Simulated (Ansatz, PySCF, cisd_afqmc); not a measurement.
Species: CH3O, charge 0, doublet. CH3O (SMILES [CH2]O, doublet).
B3LYP-D3(BJ)/def2-TZVP minimum from Ansatz (a quantum-chemistry and plane-wave program):
```
C
O 1 1.3645
H 2 0.9632 1 109.87
H 1 1.0785 2 113.74 3 175.53
H 1 1.0823 4 121.49 2 153.15
```
Charge 0, spin multiplicity 2.

Atomisation energy term by term, kcal/mol (programs: Ansatz, cisd_afqmc). Open shells are spin-unrestricted; no spin-orbit coupling. Correlated methods leave the cores frozen. Rows without X2C or -DK are non-relativistic. AFQMC is phaseless with a CISD trial state; ± is one standard error, without the phaseless bias. Outlying blocks are dropped, and bars are widened where a walk drifts. Over all cases where full CI ran beside it in this data, AFQMC minus full CI had a median of +0.1 mEh and passed +0.4 mEh in a tenth of the cases. CBS(X,Y): correlation extrapolated as X^-3, Hartree-Fock from the larger set (Q,5: extrapolated as (X+1)exp(-9√X)). A bracket is a step between two methods taken in the basis named. 'core' is core correlation in cc-pwCVTZ, 'X2C' scalar relativity in cc-pVTZ-DK, both at CCSD(T). Where a partner has so few electrons that a lower coupled-cluster level is exact, that level stands in.

```
term                                                          basis  kcal/mol
-----------------------  ------------------------------------------  --------
Hartree-Fock                                   CBS(cc-pVQZ,cc-pV5Z)    290.01
CCSD correlation                               CBS(cc-pVQZ,cc-pV5Z)    112.25
(T)                                            CBS(cc-pVQZ,cc-pV5Z)      6.56
CCSDT(Q) - CCSD(T)                                          cc-pVDZ      0.46
core correlation                                          cc-pwCVTZ      1.38
scalar relativity                                   X2C, cc-pVTZ-DK     -0.45
minus zero-point energy  Hessian by PySCF at B3LYP-D3(BJ)/def2-TZVP    -23.28
sum: D0                                                                 386.9
```

The step beyond CCSD(T) by other levels: AFQMC/CISD in cc-pVDZ 0.49 ± 0.12; AFQMC/CISD in cc-pVTZ 0.62 ± 0.15 kcal/mol.
